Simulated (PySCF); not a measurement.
Spectra and structures to be paired. Computed with TDDFT CAM-B3LYP/def2-SVPD, vertical, gas phase, core orbitals frozen in the response in PySCF. Geometries: GFN2-xTB; one conformer of each isolated species. Triplets are in the Tamm–Dancoff approximation.

A. `[SiH2](C(C=O)=C)N` (C3H7NOSi)
B. `CCPC` (C3H9P)
C. `N#P` (PN)
D. `[H]/N=C/C(=C)[SiH3]` (C3H7NSi)
E. `C=C[SiH2]C(N)=O` (C3H7NOSi)

Lowest singlet levels (six at most, fewer where fewer were computed) with oscillator strengths:

1. 4.92 eV (f 0.000); 5.34 eV (f 0.006 summed over 2 states); 5.37 eV (f 0.000 summed over 2 states); 8.32 eV (f 0.115); 9.32 eV (f 0.139 summed over 2 states); T1 3.77 eV
2. 4.77 eV (f 0.000); 6.17 eV (f 0.002); 6.24 eV (f 0.435); 7.43 eV (f 0.033); 7.46 eV (f 0.003); 7.50 eV (f 0.002); T1 3.56 eV
3. 6.30 eV (f 0.042); 6.49 eV (f 0.088); 7.48 eV (f 0.147); 7.62 eV (f 0.018); 8.12 eV (f 0.037); 8.20 eV (f 0.061); T1 5.35 eV
4. 3.81 eV (f 0.001); 5.46 eV (f 0.002); 6.11 eV (f 0.011); 6.26 eV (f 0.278); 6.46 eV (f 0.052); 6.95 eV (f 0.001); T1 3.31 eV
5. 4.79 eV (f 0.002); 6.07 eV (f 0.088); 6.63 eV (f 0.017); 6.89 eV (f 0.051); 7.06 eV (f 0.033); 7.17 eV (f 0.029); T1 4.18 eV

Question: Which spectrum belongs to which structure?

Answer: 1 = C, 2 = D, 3 = B, 4 = A, 5 = E.
- A: S1 at 3.81 eV, HOMO→LUMO (46%), HOMO-1→LUMO (46%); Löwdin shares by element: HOMO nitrogen 36%, oxygen 20%, silicon 10%, hydrogen 7% or more (atoms not listed hold the other 26%); LUMO carbon 66%, oxygen 21%; HOMO -8.87 and LUMO -0.83 eV.
- B: S1 at 6.30 eV, HOMO→LUMO (84%); Löwdin shares by element: HOMO phosphorus 63%, carbon 22% or more, hydrogen 7% or more; LUMO carbon 31% or more, phosphorus 18%, hydrogen 9% or more (atoms not listed hold the other 42%); HOMO -8.08 and LUMO 1.29 eV.
- C: S1 at 4.92 eV, HOMO-2/HOMO-1→LUMO/LUMO+1 (99%); Löwdin shares by element: HOMO nitrogen 66%, phosphorus 34%; LUMO (one of a set within 0.03 eV) phosphorus 65%, nitrogen 35%; HOMO -10.71 and LUMO -0.94 eV; point group C∞v, 3 of its 8 listed states under f = 0.0005.
- D: S1 at 4.77 eV, HOMO-1→LUMO (92%); Löwdin shares by element: HOMO carbon 69%, nitrogen 18%; LUMO carbon 62%, nitrogen 23%; HOMO -9.11 and LUMO -0.33 eV; point group Cs, 1 of its 6 listed states under f = 0.0005.
- E: S1 at 4.79 eV, HOMO→LUMO+1 (83%); Löwdin shares by element: HOMO oxygen 56%, carbon 15% or more, silicon 10%, nitrogen 6%; LUMO carbon 66% or more, silicon 10%, hydrogen 6% or more (atoms not listed hold the other 18%); HOMO -8.33 and LUMO 0.33 eV.
C and D have S1 within 0.15 eV of each other; their strongest listed levels stand at 9.32 eV (f 0.139) and 6.24 eV (f 0.435).
C and E have S1 within 0.14 eV of each other; their strongest listed levels stand at 9.32 eV (f 0.139) and 6.07 eV (f 0.088).
D and E have S1 within 0.02 eV of each other; their strongest listed levels stand at 6.24 eV (f 0.435) and 6.07 eV (f 0.088).

A slash joins orbitals within 0.01 eV of each other, whose weights are summed (≥ marks a lower bound).
